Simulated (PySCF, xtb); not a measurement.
water (H₂O), SMILES O.

Harmonic wavenumbers (cm⁻¹) from GFN2-xTB (xtb) at its own minimum, in rising order: 1540, 3641, 3650.

Task: What does PBE-D3(BJ)/def2-TZVPD (PySCF) give at its own minimum? (The exact figures need the calculation; the answer reports its results.)

Result: 1590, 3690, 3794. Paired by order, the mean absolute difference is 81 cm⁻¹ and the zero-point energies are 12.6 and 13.0 kcal/mol.
